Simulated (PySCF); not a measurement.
A simulated first-order isotropic EPR spectrum at 9.307 GHz has these lines.

Lines, field (mT) (relative intensity): 326.30 (1), 326.53 (1), 326.77 (1), 327.00 (1), 328.29 (1), 328.52 (1), 328.75 (1), 328.86 (3), 328.98 (1), 329.09 (3), 329.33 (3), 329.56 (3), 330.85 (3), 331.08 (3), 331.31 (3), 331.42 (3), 331.54 (3), 331.65 (3), 331.89 (3), 332.12 (3), 333.41 (3), 333.64 (3), 333.87 (3), 333.98 (1), 334.10 (3), 334.21 (1), 334.44 (1), 334.68 (1), 335.96 (1), 336.20 (1), 336.43 (1), 336.66 (1)

**Question.** What is g?

**Answer.** The pattern is symmetric about 331.48 mT, so g = hν/(μB·B0) = 9307/(13.99624 × 331.48) = 2.0060, a shift of +3.7 × 10⁻³ from the free-electron value.

**Question.** Take the pattern apart into splittings.

**Answer.** The first two lines at either end are about 0.23 mT apart, which is the smallest coupling, and their intensity ratio 1:1 counts the nuclei that share it. In full: a 1:3:3:1 quartet of 2.56 mT (72 MHz), from 3 nuclei of spin 1/2; a 1:1 doublet of 1.98 mT (56 MHz), from 1 nucleus of spin 1/2; a 1:1:1:1 quartet of 0.23 mT (7 MHz), from 1 nucleus of spin 3/2. Check: Σ 2nI·a is the distance from the first to the last line, 10.36 mT.

**Question.** The radical has the formula C2H4Cl. Propose a structure, and say which nuclei carry the couplings.

**Answer.** The pattern alone needn't single out one isomer; the structure behind this simulation is `C[CH]Cl` [radical], numbered [CH3:1][CH:2][Cl:3] (hydrogens: H4, H5, H6 on C1; H7 on C2). 2.56 mT: 1H at H4/H5/H6 (β, 2 bonds from C2; computed sign +); 1.98 mT: 1H at H7 (α, 1 bond from C2; computed sign −); 0.23 mT: 35Cl at Cl3 (1 bond from C2; computed sign +). The Mulliken spin populations are largest on C2 (+0.94), Cl3 (+0.09), C1 (-0.08) and H4 (+0.06). C2 is the only atom above +0.15. The positive populations add up to 1.11 and the negative ones to -0.11, together 2S = 1. The angles at C2 add up to 357.1°, so it is nearly planar; its axial dipolar tensor and the negative coupling of its proton fit spin in a p orbital normal to that plane.

The calculation used UKS B3LYP, pcH-1 on C Cl H, non-relativistic, mean-field spin-orbit, GIAO (PySCF). Geometry: GFN2-xTB; no solvent, vibrations or thermal averaging. A GFN2-xTB geometry isn't a minimum of the functional, and hyperfine couplings can be far from their values at a DFT geometry.

Nuclei that the bonding pattern makes equivalent are averaged, as if the motion that swaps them (rotation, inversion, ring flip) were fast. The three 1H nuclei of mean +71.9 MHz run from 26.1 to 146.4 MHz in the frozen geometry.

Main isotope only: 35Cl (natural samples also hold 24 % 37Cl, magnetic too, which adds its own pattern).

First-order positions only. To second order lines move to lower field by a²/(2B0)·[J(J+1) − M²], with J the total spin of the equivalent nuclei and M its projection: up to 0.03 mT for the 2.56 mT coupling at this field, and inner lines split by J.

Rare isotopes and splittings under 0.04 mT were left out of the simulation.
